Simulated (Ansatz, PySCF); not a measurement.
Species: C2H4, charge 0, singlet. C2H4 (ethene, SMILES C=C).
B3LYP-D3(BJ)/def2-TZVP minimum from Ansatz (a program for electronic structure):
```
C
C 1 1.3246
H 1 1.0833 2 121.73
H 2 1.0833 1 121.73 3 180.00
H 1 1.0833 3 116.54 2 -180.00
H 2 1.0833 4 116.54 1 180.00
```
Charge 0, spin multiplicity 1.

Total energies in hartree (Ansatz). Open shells are spin-unrestricted; no spin-orbit coupling. Cores are frozen in correlated methods. No relativity. For partners of very few electrons the exact lower level stands in for a higher one.

```csv
species,HF/cc-pVTZ,CCSD(T)/cc-pVTZ,HF/cc-pVQZ,CCSD(T)/cc-pVQZ,CCSDT(Q)/cc-pVTZ
1: C2H4 (SMILES C=C),-78.06404,-78.43863,-78.06933,-78.46163,-78.43977
2: C (triplet),-37.69157,-37.78076,-37.69331,-37.78654,-37.78126
3: H (doublet),-0.49981,-0.49981,-0.49995,-0.49995,-0.49981
```

Task: Work out the enthalpy of formation at 298 K (by atomisation, with ideal-gas terms from PySCF's Hessian at B3LYP-D3(BJ)/def2-TZVP and the atoms' measured values of the G2/97 table; no spin-orbit terms) in kJ/mol: take Hartree-Fock from cc-pVQZ, extrapolate the CCSD(T) correlation energy as X^-3 (X = 3, 4), and add CCSDT(Q) - CCSD(T) in cc-pVTZ. The further terms named in the bracket sum to +0.91857 hartree. 1 hartree = 2625.5 kJ/mol.

Result: 
Species 1: correlation (64·(-0.39230) - 27·(-0.37459))/37 = -0.40522; step -0.00114; E1 = -78.06933 + (-0.40522) + (-0.00114) = -78.47569
Species 2: correlation (64·(-0.09323) - 27·(-0.08919))/37 = -0.09618; step -0.00050; E2 = -37.69331 + (-0.09618) + (-0.00050) = -37.78999
Species 3: correlation (64·(0.00000) - 27·(0.00000))/37 = 0.00000; step +0.00000; E3 = -0.49995 + (0.00000) + (+0.00000) = -0.49995
+1·E1 -2·E2 -4·E3 +0.91857 = 0.02266 hartree = 59.5 kJ/mol. Measured: 12.6 kcal/mol, 52.6 kJ/mol (Active Thermochemical Tables 1.112 (ions: stationary electron), as tabulated in the package chemicals); atomic spin-orbit terms, which the calculations lack, would raise the computed values. The composite differs from it by +6.9 kJ/mol; core, relativistic and spin-orbit terms are not in it.
